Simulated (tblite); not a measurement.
Run record: molecular-dynamics run, `O[C@@H]1C[C@@H]1F`.

Computed with GFN2-xTB (tblite), gas phase: Langevin dynamics at 300 K from the optimised GFN2-xTB geometry, time step 0.5 fs, friction 0.01 fs⁻¹, 2000 steps. A driver script takes a list of jobs; this job's settings line and coordinates (Å) are shown. «temperature» is in K, «steps» counts time steps and «every» is the stride of the printed frames; «frames» go on to single points.

Command:
```bash
OMP_NUM_THREADS=1 python probes_run.py task.json out
```

Input:
```
{"job": {"kind": "md", "xc": "GFN2-xTB", "basis": "xTB", "temperature": 300, "steps": 2000, "every": 50, "frames": 5}, "charge": 0, "multiplicity": 1}
O      1.558896    -0.621722    -0.623461
C      0.499282    -0.539350     0.259319
C     -0.917824    -0.356232    -0.225810
C     -0.214606     0.758439     0.492791
F      0.187082     1.821325    -0.270845
H      1.520672     0.128913    -1.230311
H      0.675511    -1.186047     1.108975
H     -1.721695    -0.867484     0.277200
H     -1.066025    -0.226292    -1.287216
H     -0.512410     1.093105     1.476831
```

**Question.** What does the run print? One trajectory will do; the random numbers aren't given.

**Answer.** 
```
t/fs     T/K      E/eV
    0.0   254.2   -482.52890
   25.0   126.4   -482.30368
   50.0   243.8   -482.39460
   75.0   212.9   -482.30456
  100.0   223.2   -482.20661
  125.0   256.4   -482.29018
  150.0   238.8   -482.26573
  175.0   274.7   -482.29731
  200.0   296.0   -482.29344
  225.0   197.0   -482.14980
  250.0   273.8   -482.21666
  275.0   315.1   -482.17768
  300.0   354.0   -482.24349
  325.0   245.7   -482.25520
  350.0   148.2   -482.30056
  375.0   185.0   -482.35019
  400.0   200.0   -482.30781
  425.0   203.8   -482.31891
  450.0   240.1   -482.16505
  475.0   314.3   -482.25919
  500.0   196.6   -482.19709
  525.0   141.3   -482.20264
  550.0   175.5   -482.28606
  575.0   182.8   -482.25025
  600.0   285.8   -482.20934
  625.0   318.5   -482.13851
  650.0   308.8   -482.19710
  675.0   275.0   -482.04946
  700.0   358.1   -482.19959
  725.0   302.6   -482.19199
  750.0   350.6   -482.27655
  775.0   284.8   -482.20829
  800.0   210.0   -482.20197
  825.0   301.1   -482.25877
  850.0   240.3   -482.22508
  875.0   322.8   -482.27138
  900.0   345.1   -482.31052
  925.0   404.3   -482.34197
  950.0   377.3   -482.30769
  975.0   420.5   -482.27730
 1000.0   368.6   -482.12279
```

E is the potential energy; T comes from the kinetic energy over all 3N coordinates.

**Question.** Sum up the printed frames.

**Answer.** 41 frames over 1000 fs. T runs from 126 K (25 fs) to 420 K (975 fs), with a mean of 268 K over all frames and 294 K from 500 fs on. E starts at -482.529 eV, peaks 0.479 eV above that at 675 fs, and averages 0.304 eV above it from 500 fs on.

**Question.** Give the last frame.

**Answer.** 0.14 Å rms from the start after alignment:
```
atom  x, y, z in Å
O1      0.513    0.170   -0.963
C2     -0.501   -0.255   -0.020
C3     -1.863    0.356    0.006
C4     -0.931    0.580    1.145
F5     -0.426    1.787    1.425
H6      0.556    1.122   -1.127
H7     -0.496   -1.314   -0.006
H8     -2.568   -0.351    0.324
H9     -2.114    1.226   -0.620
H10    -1.041   -0.012    2.058
```

On one thread, Intel Xeon Platinum 8375C at 2.90 GHz (x86_64), shared host, this took 6.8 s and 0.18 GiB of memory at its peak.
